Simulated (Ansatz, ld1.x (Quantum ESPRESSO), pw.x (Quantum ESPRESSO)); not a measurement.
## What a changed setting does to a pw.x run (bcc Te)

Potential: ultrasoft, ld1.x (Quantum ESPRESSO) 7.5, PBEsol; core [Kr] 4d10, reference 5s2 5p4; waves: 5s (bound): rcut 1.65, rcutus 2.15 bohr; 5s channel at 2.5 Ry: rcut 1.65, rcutus 2.15 bohr; 5p (bound): rcut 1.75, rcutus 2.40 bohr; 5p channel at 1.05 Ry: rcut 1.75, rcutus 2.40 bohr; 5d channel at -0.1 Ry: rcut 2.20, rcutus 2.45 bohr; local part: all-electron potential smoothed inside 1.85 bohr (lloc = -1); core correction: a·sin(br)/r model core inside 1.80 bohr; augmentation: PSQ, inside the norm-conserving radii.

The reference run (k-mesh 12³, cutoffs 40/320 Ry, Fermi–Dirac 0.01 Ry, mixing_beta 0.4, conv_thr 1e-9, no spin) gives 0.09 GPa at 26.925 Å³/atom, where all-electron LAPW gives 0.01 GPa. This run, with its own iteration cap, changes smearing to gauss.

```
&control
  calculation='scf', prefix='x', pseudo_dir='./', outdir='./tmp', tstress=.true., disk_io='none'
/
&system
  ibrav=0, nat=1, ntyp=1, ecutwfc=40, ecutrho=320, nbnd=10,
  occupations='smearing', smearing='gauss', degauss=0.01
/
&electrons
  conv_thr=1e-09, mixing_beta=0.4, electron_maxstep=60
/
ATOMIC_SPECIES
Te 1.0 Te.UPF
CELL_PARAMETERS angstrom
  -1.88813006 1.88813006 1.88813006
  1.88813006 -1.88813006 1.88813006
  1.88813006 1.88813006 -1.88813006
ATOMIC_POSITIONS crystal
Te 0.0000 0.0000 0.0000
K_POINTS automatic
12 12 12 0 0 0
```

```bash
pw.x < Te.scf.in > Te.scf.out
```

Q: How does the run end?

A: It converges in 7 iterations; the free energy moves by +15.4 meV/atom and the pressure by -0.32 GPa. Gaussian smearing of the same width is narrower in effect than Fermi–Dirac, so its quadratic term in F is smaller.

```
Message from routine setup:
     using ibrav=0 with symmetry is DISCOURAGED, use correct ibrav instead
     lattice parameter (alat)  =       6.1800  a.u.
     unit-cell volume          =     181.6989 (a.u.)^3
     number of electrons       =         6.00
     number of Kohn-Sham states=           10
     kinetic-energy cutoff     =      40.0000  Ry
     charge density cutoff     =     320.0000  Ry
     scf convergence threshold =      1.0E-09
     Exchange-correlation= PBESOL
     number of k points=    72  Gaussian smearing, width (Ry)=  0.0100
     iteration #  1     ecut=    40.00 Ry     beta= 0.40
     total energy              =     -18.89024313 Ry
     estimated scf accuracy    <       0.00194588 Ry
     iteration #  2     ecut=    40.00 Ry     beta= 0.40
     total energy              =     -18.89016702 Ry
     estimated scf accuracy    <       0.00054784 Ry
     iteration #  3     ecut=    40.00 Ry     beta= 0.40
     total energy              =     -18.89020501 Ry
     estimated scf accuracy    <       0.00000971 Ry
     iteration #  4     ecut=    40.00 Ry     beta= 0.40
     total energy              =     -18.89020622 Ry
     estimated scf accuracy    <       0.00000006 Ry
     iteration #  5     ecut=    40.00 Ry     beta= 0.40
     total energy              =     -18.89020628 Ry
     estimated scf accuracy    <          4.4E-09 Ry
     iteration #  6     ecut=    40.00 Ry     beta= 0.40
     total energy              =     -18.89020628 Ry
     estimated scf accuracy    <          7.3E-09 Ry
     iteration #  7     ecut=    40.00 Ry     beta= 0.40
     the Fermi energy is     8.6372 ev
!    total energy              =     -18.89020628 Ry
     estimated scf accuracy    <          2.3E-12 Ry
     smearing contrib. (-TS)   =      -0.00033786 Ry
     The total energy is F=E-TS. E is the sum of the following terms:
     one-electron contribution =       5.63258824 Ry
     hartree contribution      =       0.41509049 Ry
     xc contribution           =      -6.57843617 Ry
     ewald contribution        =     -18.35911098 Ry
     convergence has been achieved in   7 iterations
          total   stress  (Ry/bohr**3)                   (kbar)     P=       -2.29
     Message from routine punch:
     Nothing written, as per user request (disk_io='none')
```

The run took about 6.6 s on one core of a shared host (Neoverse-V1, 32 threads, 247 GiB, load 16).
